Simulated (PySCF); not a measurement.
dimethylamine (C2H7N), SMILES CNC. Atoms are numbered in the order given.

```xyz
10

C      0.0201    -0.2223     1.2121
N     -0.1470     0.5620     0.0000
C      0.0201    -0.2223    -1.2121
H      0.9791    -0.7643     1.2649
H     -0.7797    -0.9641     1.2772
H     -0.0569     0.4263     2.0857
H      0.5033     1.3376     0.0000
H      0.9791    -0.7643    -1.2649
H     -0.0569     0.4263    -2.0857
H     -0.7797    -0.9641    -1.2772
```

The structure is a stationary point at B3LYP-D3(BJ)/def2-TZVP.

Computed with PySCF with PBE0/pcSseg-1.

GIAO shieldings, no solvent; atoms alike by connectivity are averaged. δ = σ(ref) − σ: ¹³C against TMS (σ = 186.3 ppm); ¹⁵N against NH3 (σ = 267.4 ppm); ¹H against TMS (σ = 31.56 ppm), references at their B3LYP-D3(BJ)/def2-TZVP geometries, non-relativistic.

Computed chemical shifts:
| nucleus | atoms | count | δ (ppm) |
|---|---|---|---|
| ¹³C | C1, C3 | 2 | 40.9 |
| ¹⁵N | N2 | 1 | 30.9 |
| ¹H | H4, H5, H6, H8, H9, H10 | 6 | 2.35 |
| ¹H | H7 | 1 | -0.53 |
